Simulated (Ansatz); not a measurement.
hcp Zn

Calculation: PBEsol (PAW; Ansatz, a program for electronic structure).

Numerical settings: plane-wave cutoff 500 eV, 22×12×1 k mesh (along the axes of the cell as run), Fermi–Dirac smearing 0.1 eV, scalar-relativistic PAW data made under PBE.

Cell: relaxed at this level.

```
Item                                   Result
----------------------------------  ---------
surface energy of the (10-10) face  1.39 J/m²
work function of the (10-10) face     4.67 eV
```

The slab of 12 atoms is relaxed and unreconstructed.

The computed numbers hold no vibrational or temperature effects.

It cost roughly 25 core-minutes of CPU time.
